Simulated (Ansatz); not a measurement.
Yttrium, hcp: convergence with Gaussian smearing

Computed with Ansatz, LDA, scalar-relativistic PAW, on the relaxed cell (a = 3.539 Å, c = 5.525 Å (c/a = 1.561); spin not included). Errors count from a run at 420 eV on a Γ-centred 17×17×10 mesh with Fermi-Dirac smearing of 0.1 eV, extrapolated to zero width. Fixed here: cutoff 420 eV, mesh 10×10×6. The SCF starts from atomic densities corrected by a trained network.

```tsv
width (eV)	E(σ→0) error (meV/atom)	F error (meV/atom)	P (GPa)	SCF iterations
0.01	-0.9	-1.0	0.01	6
0.03	-1.0	-1.5	0.00	6
0.1	-1.1	-5.2	-0.03	6
0.2	-0.4	-18.0	-0.01	6
0.3	-1.2	-40.0	0.09	6
1.0	-26.4	-368.1	1.41	6
```

Question: What does the run at 0.6 give (width)?

Answer: E(σ→0) error (meV/atom): -14.1; F error (meV/atom): -145.1; P (GPa): 0.49; SCF iterations: 6.
